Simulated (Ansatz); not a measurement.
O (C2/m, No. 12, 2 atoms in the cell; start mp-611836; a measured phase of this formula has another space group)

Method: r²SCAN in Ansatz (PAW).

Settings: plane-wave cutoff 500 eV, 14×14×12 k mesh (along the axes of the cell as run), Fermi–Dirac smearing 0.05 eV, spin-polarised start, scalar-relativistic PAW data made under PBE.

Cell (relaxed at this level):

```
CELL_PARAMETERS angstrom
      2.92788    -1.72093     0.06311
      2.92788     1.72093     0.06311
     -2.37799     0.00000     3.71099
ATOMIC_POSITIONS crystal
  O  0.01819 0.01819 0.14785
  O  0.98181 0.98181 0.85215
```

For O (C2/m, No. 12, 2 atoms in the cell; start mp-611836; a measured phase of this formula has another space group), the band gap comes out as 2.51 eV (on the SCF k mesh).

Note: the magnetic order was assumed, not searched for or taken from measurement; the relaxation could not lower the start's symmetry, so the cell can be a saddle point above a distorted one.

Computing time: around 16 core-minutes (rough).

A start named mp-… is a Materials Project structure, which need not be a measured phase.

Ansatz is an electronic-structure program.
